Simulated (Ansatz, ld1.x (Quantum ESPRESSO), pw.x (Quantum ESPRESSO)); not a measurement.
**What a changed setting does to a pw.x run (fcc S)**

Potential: norm-conserving Troullier–Martins (Kleinman–Bylander form), ld1.x (Quantum ESPRESSO) 7.5, PBEsol; core [Ne], reference 3s2 3p4; waves: 3s (bound): rc 1.25 bohr; 3p (bound): rc 1.65 bohr; 3d channel at -0.11 Ry: rc 1.35 bohr; local part: all-electron potential smoothed inside 1.15 bohr (lloc = -1); core correction: a·sin(br)/r model core inside 1.00 bohr.

The reference run (k-mesh 14³, cutoffs 85/340 Ry, Fermi–Dirac 0.01 Ry, mixing_beta 0.4, conv_thr 1e-9, no spin) gives -1.02 GPa at 14.990 Å³/atom, where all-electron LAPW gives -0.29 GPa. This run, with its own iteration cap, changes k-mesh points per axis to 6.

```
&control
  calculation='scf', prefix='x', pseudo_dir='./', outdir='./tmp', tstress=.true., disk_io='none'
/
&system
  ibrav=0, nat=1, ntyp=1, ecutwfc=85, ecutrho=340, nbnd=10,
  occupations='smearing', smearing='fd', degauss=0.01
/
&electrons
  conv_thr=1e-09, mixing_beta=0.4, electron_maxstep=60
/
ATOMIC_SPECIES
S 1.0 S.UPF
CELL_PARAMETERS angstrom
  0.00000000 1.95699874 1.95699874
  1.95699874 0.00000000 1.95699874
  1.95699874 1.95699874 0.00000000
ATOMIC_POSITIONS crystal
S 0.0000 0.0000 0.0000
K_POINTS automatic
6 6 6 0 0 0
```

```bash
pw.x < S.scf.in > S.scf.out
```

**Question.** How does the run end?

**Answer.** It converges in 6 iterations; the free energy moves by +27.3 meV/atom and the pressure by +0.19 GPa.

```
Message from routine setup:
     using ibrav=0 with symmetry is DISCOURAGED, use correct ibrav instead
     lattice parameter (alat)  =       5.2300  a.u.
     unit-cell volume          =     101.1575 (a.u.)^3
     number of electrons       =         6.00
     number of Kohn-Sham states=           10
     kinetic-energy cutoff     =      85.0000  Ry
     charge density cutoff     =     340.0000  Ry
     scf convergence threshold =      1.0E-09
     Exchange-correlation= PBESOL
     number of k points=    16  Fermi-Dirac smearing, width (Ry)=  0.0100
     iteration #  1     ecut=    85.00 Ry     beta= 0.40
     total energy              =     -21.76815313 Ry
     estimated scf accuracy    <       0.00112402 Ry
     iteration #  2     ecut=    85.00 Ry     beta= 0.40
     total energy              =     -21.76811930 Ry
     estimated scf accuracy    <       0.00023644 Ry
     iteration #  3     ecut=    85.00 Ry     beta= 0.40
     total energy              =     -21.76814985 Ry
     estimated scf accuracy    <       0.00000386 Ry
     iteration #  4     ecut=    85.00 Ry     beta= 0.40
     total energy              =     -21.76815073 Ry
     estimated scf accuracy    <       0.00000001 Ry
     iteration #  5     ecut=    85.00 Ry     beta= 0.40
     total energy              =     -21.76815075 Ry
     estimated scf accuracy    <          2.3E-09 Ry
     iteration #  6     ecut=    85.00 Ry     beta= 0.40
     the Fermi energy is     9.8531 ev
!    total energy              =     -21.76815075 Ry
     estimated scf accuracy    <          2.7E-10 Ry
     smearing contrib. (-TS)   =      -0.00446681 Ry
     The total energy is F=E-TS. E is the sum of the following terms:
     one-electron contribution =       5.76831532 Ry
     hartree contribution      =       0.85206910 Ry
     xc contribution           =      -6.06842730 Ry
     ewald contribution        =     -22.31564106 Ry
     convergence has been achieved in   6 iterations
          total   stress  (Ry/bohr**3)                   (kbar)     P=       -8.26
     Message from routine punch:
     Nothing written, as per user request (disk_io='none')
```

The run took about 1.9 s on one core of a shared host (Neoverse-V1, 32 threads, 247 GiB, load 21).
